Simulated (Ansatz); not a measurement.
Rutile TiO2, relaxed in Ansatz (plane waves) with several semilocal functionals. Each gives its own volume and its own elastic constant C11:

| level | V0 (Å³/atom) | elastic constant C11 (GPa) | ln V0 | ln C11 |
|---|---|---|---|---|
| LDA | 10.058 | 296.9 | 2.3084 | 5.6934 |
| r²SCAN | 10.401 | 291.0 | 2.3419 | 5.6733 |
| PBE | 10.651 | 257.2 | 2.3657 | 5.5499 |

Q: Fit a straight line to ln C11 against ln V0. What does it predict for PBEsol, whose volume is 10.325 Å³/atom?

A: With x = ln V0 and y = ln C11: means 2.33867 and 5.63887; Σ(Δx Δy) = -0.003944, Σ(Δx²) = 0.001657, so the slope is -2.38. At x = 2.3346 the line gives y = 5.63887 + (-2.38) × (2.3346 − 2.33867) = 5.6486, or 283.9 GPa. The run with PBEsol gives 277.8 GPa, -2.1 % from the line. The rows used scatter about it by up to 4.3 %, while the largest value lies 15 % above the smallest.

Measured: 268 GPa (measured, room temperature, not corrected to a static lattice; as tabulated in Elasticity of TiO2 rutile to 1800 K).

Ansatz's density-functional and Hartree–Fock values are scalar-relativistic unless marked +SOC, with PAW data made under PBE.

Ansatz is a program for electronic structure.
